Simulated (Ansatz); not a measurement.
Wavefunction ladder for BH₃S, SMILES `BS`

```xyz
5

B     0.257   -0.519   -0.025
S     0.071    1.132    0.569
H     1.167   -1.136    0.435
H    -0.486   -0.975   -0.835
H    -1.009    1.497   -0.143
```

Charge 0, multiplicity 1. The structure was optimised at the PBE0-D4/def2-TZVP level. Frozen core, restricted reference, Ansatz. CBS rows extrapolate triple and quadruple zeta.

| basis | HF (Eh) | MP2 corr. | CCSD corr. | (T) | CCSD(T) total |
| --- | --- | --- | --- | --- | --- |
| def2-SVP | -423.83000 | ? | -0.25625 | -0.00728 | ? |
| def2-TZVPP | -423.99609 | -0.28627 | -0.31988 | -0.01320 | -424.32917 |
| def2-QZVPP | -424.00863 | -0.30842 | -0.33817 | -0.01492 | -424.36172 |
| CBS(def2) | -424.01035 | -0.32482 | -0.35171 | ? | ? |
| cc-pV(D+d)Z | -423.98106 | -0.22554 | -0.26038 | -0.00758 | -424.24902 |
| cc-pV(T+d)Z | -424.00277 | ? | -0.31969 | -0.01323 | ? |
| cc-pV(Q+d)Z | -424.00803 | -0.30812 | -0.33794 | -0.01489 | -424.36086 |
| CBS(cc) | ? | -0.32376 | -0.35092 | -0.01608 | ? |

**Question.** Fill in the withheld values. (Best estimate.)

**Answer.** Ansatz gave: def2-SVP MP2 corr.: -0.22279; def2-SVP CCSD(T) total: -424.09353; CBS(def2) (T): -0.01619; CBS(def2) CCSD(T) total: -424.37825; cc-pV(T+d)Z MP2 corr.: -0.28615; cc-pV(T+d)Z CCSD(T) total: -424.33569; CBS(cc) HF (Eh): -424.00962; CBS(cc) CCSD(T) total: -424.37662.
